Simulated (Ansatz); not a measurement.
# C2H3FN2: basis-set convergence

The task here is to estimate one member of a computed series from the others.

Computed with Ansatz 0.2.0, Gaussian basis. Level: one geometry, several basis sets.

Levels to be run: PBE0-D4/def2-SVP; ωB97M-V/def2-SVP; PBE0-D4/def2-QZVPP; ωB97M-V/def2-QZVPP; the functionals' def2-TZVPP values are taken from earlier runs.

## The geometry

An earlier PBE0-D4 in a triple-zeta def2 set relaxation fixed the geometry.

8 atoms, charge 0, spin multiplicity 1.

Atoms are counted from 1 here; the program's logs count them from 0.

Bond lengths: N1–C2 1.292 Å, N1–H6 1.010 Å, N1–H7 1.022 Å, C2–C3 1.466 Å, C3–F4 1.342 Å, C3–N5 1.255 Å, N5–H8 1.019 Å. Angles: C2–N1–H6 120.2°, C2–N1–H7 123.3°, H6–N1–H7 116.3°, N1–C2–C3 111.3°, C2–C3–F4 112.4°, C2–C3–N5 124.0°, F4–C3–N5 123.3°, C3–N5–H8 112.3°.

Coordinates:

```
N     0.46294    1.30412    0.48295
C     0.74716    0.55274   -0.52926
C    -0.12324   -0.62633   -0.57805
F    -0.56778   -0.88340   -1.81826
N    -0.34859   -1.37389    0.40413
H     1.03072    2.11325    0.68978
H    -0.27381    1.08450    1.15621
H    -0.83511   -2.22810    0.13669
```

The first run:

File in.yaml:

```yaml
crystal:
  periodic: [false, false, false]
  atoms:
    - {symbol: N, position_ang: [0.462943, 1.304125, 0.482953]}
    - {symbol: C, position_ang: [0.747165, 0.552743, -0.529261]}
    - {symbol: C, position_ang: [-0.123239, -0.626330, -0.578046]}
    - {symbol: F, position_ang: [-0.567777, -0.883404, -1.818258]}
    - {symbol: N, position_ang: [-0.348595, -1.373892, 0.404131]}
    - {symbol: H, position_ang: [1.030724, 2.113254, 0.689777]}
    - {symbol: H, position_ang: [-0.273808, 1.084499, 1.156210]}
    - {symbol: H, position_ang: [-0.835114, -2.228095, 0.136694]}
basis:
  gaussian: {orbitals: def2-SVP}
hamiltonian: {xc: pbe0, dispersion: d4}
output: {orbitals: {seedname: orbitals}}
```

On the command line:

```bash
ansatz run in.yaml --threads 2 --pin off --events-out ev --progress --plain --max-ram 4352MiB
```

Among the steps run: PBE0-D4 in def2-SVP; ωB97M-V in def2-SVP; PBE0-D4 in def2-QZVPP; ωB97M-V in def2-QZVPP.

One of the session's tables, all rows but one given; the rest of the session is left out.

It belongs to the step «Density functionals: the series». 

| functional | basis | HOMO (eV) |
| --- | --- | --- |
| PBE0-D4 | def2-SVP | -6.42 |
| PBE0-D4 | def2-TZVPP | -6.70 |
| PBE0-D4 | def2-QZVPP | -6.75 |
| ωB97M-V | def2-SVP | -8.68 |
| ωB97M-V | def2-TZVPP | ? |
| ωB97M-V | def2-QZVPP | -9.06 |

**Question.** Estimate the row for ωB97M-V, def2-TZVPP.

As computed: HOMO (eV): -9.02. In the column «HOMO (eV)» it lies between ωB97M-V, def2-QZVPP (-9.06) and ωB97M-V, def2-SVP (-8.68).
